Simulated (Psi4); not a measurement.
# HO2 (hydroperoxy): UHF-3c/MINIX

What is the vertical electron affinity of HO2 (hydroperoxy) at UHF-3c/MINIX? 

Program for the calculation: Psi4 1.11.

4 further runs of the same task are left out: 2 that didn't finish, 2 set aside as unsound or not needed.

## Step 1: The structure to begin with

HO2: 3 atoms, total charge 0, spin state doublet. SMILES: `[O]O`. The shape is that of a GFN2-xTB optimisation.

Bond lengths: O1–O2 1.302 Å, O2–H3 0.983 Å. Angles: O1–O2–H3 108.4°.

## Step 2: Energy and forces at UHF-3c/MINIX

Contents of calc.inp:

```
memory 1600 MB

molecule mol {
  0 2
  O     -0.366460     0.947510    -0.094170
  O     -0.239810    -0.346560    -0.168450
  H      0.606270    -0.600950     0.262620
}

set globals {
  reference uks
  scf_type direct
}

gradient('hf-3c')
print_variables()
```

Run with:

```sh
$ psi4 -n 1 calc.inp calc.out
```

calc.out, shortened:

```text
[...]
  Running in cs symmetry.
[...]
  Nuclear repulsion =   32.582963967760712
[...]
  Multiplicity = 2
[...]
  Nalpha       = 9
  Nbeta        = 8
[...]
    Number of basis functions: 11
[...]
   @DF-UKS iter   1:  -149.18105319083281   -8.69820e-01   2.95512e-02 DIIS/ADIIS
[...]
   @UKS iter  22:  -149.26270818449754   -1.13687e-13   8.22232e-09 DIIS
[...]
   @S^2 Observed:                7.526098556E-01
[...]
    Orbital Energies [Eh]
    ---------------------
    Alpha Occupied:
       1Ap   -20.479179     2Ap   -20.466931     3Ap    -1.579410
       4Ap    -1.172014     5Ap    -0.738910     1App   -0.730134
       6Ap    -0.634458     2App   -0.484397     7Ap    -0.480613
    Alpha Virtual:
       8Ap     0.449072     9Ap     0.562519
    Beta Occupied:
       1Ap   -20.463135     2Ap   -20.443975     3Ap    -1.519956
       4Ap    -1.080696     5Ap    -0.719541     6Ap    -0.609785
[...]
  @UKS Final Energy:  -149.26270818449754
   => Energetics <=
    Nuclear Repulsion Energy =             32.5829639677607119
    One-Electron Energy =                -270.9592900578009562
    Two-Electron Energy =                  89.1709872800259546
    Total Energy =                       -149.2627081844975407
  UHF NO Occupations:
  HONO-2 :    6 Ap 1.9999611
  HONO-1 :    7 Ap 1.9987332
[...]
 Multipole Moments:
 ------------------------------------------------------------------------------------
     Multipole            Electronic (a.u.)      Nuclear  (a.u.)        Total (a.u.)
 ------------------------------------------------------------------------------------
 L = 1.  Multiply by 2.5417464519 to convert [e a0] to [Debye]
 Dipole X            :         -0.1162682            0.8968994            0.7806312
 Dipole Y            :          0.5366321           -0.8228382           -0.2862061
 Dipole Z            :          0.0000000            0.0000000            0.0000000
 Magnitude           :                                                    0.8314439
[...]
  -Total Gradient:
     Atom            X                  Y                   Z
    ------   -----------------  -----------------  -----------------
       1        0.002376659751    -0.032111499860     0.000000000000
       2        0.012692873977     0.027365673572     0.000000000000
       3       -0.015069533728     0.004745826288     0.000000000000
[...]
```

Run time: 5.1 s. Hardware: 1 thread of Intel Xeon Platinum 8175M at 2.50GHz (Skylake/Cascade Lake), shared host; peak memory 0.2 GiB.

## Step 3: The singlet anion, same level

Contents of calc.py:

```python
import psi4

psi4.set_memory(1600000000)
psi4.set_num_threads(1)
psi4.set_output_file('output.dat', False)

mol = psi4.geometry("""
-1 1
O     -0.366460     0.947510    -0.094170
O     -0.239810    -0.346560    -0.168450
H      0.606270    -0.600950     0.262620
units angstrom
""")

psi4.set_options({
    'reference': 'uks',
    'scf_type': 'direct',
})

result, w = psi4.gradient("hf-3c", return_wfn=True)
print('gradient / Eh bohr^-1')
print(result.np.round(6))
print(f'energy = {w.energy():.10f} Eh')
```

Run with:

```sh
$ python calc.py
```

output.dat, shortened:

```text
[...]
  Running in cs symmetry.
[...]
  Nuclear repulsion =   32.582963967760712
[...]
  Multiplicity = 1
[...]
  Nalpha       = 9
  Nbeta        = 9
[...]
    Number of basis functions: 11
[...]
   @DF-UKS iter   1:  -149.02910461798629   -7.17871e-01   2.96433e-02 ADIIS/DIIS
[...]
   @UKS iter  16:  -149.10830455775496   -5.68434e-14   5.06311e-09 DIIS
[...]
   @S^2 Observed:               -3.552713679E-15
[...]
    Orbital Energies [Eh]
    ---------------------
    Alpha Occupied:
       1Ap   -19.929628     2Ap   -19.625117     3Ap    -1.042022
       4Ap    -0.627495     5Ap    -0.267187     1App   -0.193327
       6Ap    -0.121079     7Ap     0.086682     2App    0.116074
    Alpha Virtual:
       8Ap     0.931622     9Ap     1.085640
    Beta Occupied:
       1Ap   -19.929628     2Ap   -19.625117     3Ap    -1.042022
       4Ap    -0.627495     5Ap    -0.267187     1App   -0.193327
[...]
  @UKS Final Energy:  -149.10830455775496
   => Energetics <=
    Nuclear Repulsion Energy =             32.5829639677607119
    One-Electron Energy =                -280.0616025015971786
    Two-Electron Energy =                  98.4277033505647694
    Total Energy =                       -149.1083045577549626
  UHF NO Occupations:
  HONO-2 :    2App 2.0000000
  HONO-1 :    1App 2.0000000
[...]
 Multipole Moments:
 ------------------------------------------------------------------------------------
     Multipole            Electronic (a.u.)      Nuclear  (a.u.)        Total (a.u.)
 ------------------------------------------------------------------------------------
 L = 1.  Multiply by 2.5417464519 to convert [e a0] to [Debye]
 Dipole X            :         -0.3656327            0.8968994            0.5312668
 Dipole Y            :          0.1948265           -0.8228382           -0.6280117
 Dipole Z            :          0.0000000            0.0000000            0.0000000
 Magnitude           :                                                    0.8225832
[...]
  -Total Gradient:
     Atom            X                  Y                   Z
    ------   -----------------  -----------------  -----------------
       1        0.013977606641    -0.151482512236     0.000000000000
       2       -0.005786949164     0.142241676373     0.000000000000
       3       -0.008190657477     0.009240835863     0.000000000000
[...]
```

The script printed:

```text
gradient / Eh bohr^-1
[[ 0.013978 -0.151483  0.      ]
 [-0.005787  0.142242  0.      ]
 [-0.008191  0.009241  0.      ]]
energy = -149.1083045578 Eh
```

Wall time 4.5 s (1 thread of Intel Xeon Platinum 8175M at 2.50GHz (Skylake/Cascade Lake), shared host); peak memory 0.2 GiB.

## Step 4: Summary of results

Level: UHF-3c/MINIX.

| quantity | value |
| --- | --- |
| doublet HO2: total energy | -149.26271 Eh |
| doublet HO2: dipole moment | 2.11 D |
| doublet HO2: HOMO energy (highest over α and β) | -12.26 eV |
| doublet HO2: LUMO energy (lowest over α and β) | 5.46 eV |
| doublet HO2: ⟨S²⟩ | 0.753 |
| doublet HO2: largest force on an atom | 1.656 eV/Å |
| singlet anion: total energy | -149.10830 Eh |
| singlet anion: HOMO energy | 3.16 eV |
| singlet anion: LUMO energy | 25.35 eV |
| singlet anion: HOMO–LUMO gap (to an unbound level, set by the basis) | 22.19 eV |
| singlet anion: largest force on an atom | 7.823 eV/Å |
| vertical electron affinity (to the singlet anion) | -4.202 eV |

The anion lies 4.20 eV (97 kcal/mol) above the neutral: the electron isn't bound at this level, and such a value depends on the basis. Without diffuse functions anions come out too high. The largest force (doublet HO2) is 1.66 eV/Å: the shape isn't a stationary point for this species at this level. In a minimal basis such a difference can be off by several eV, whatever the method. The HOMO (singlet anion) lies at positive energy, 3.16 eV; only total energies tell whether the electron is bound.
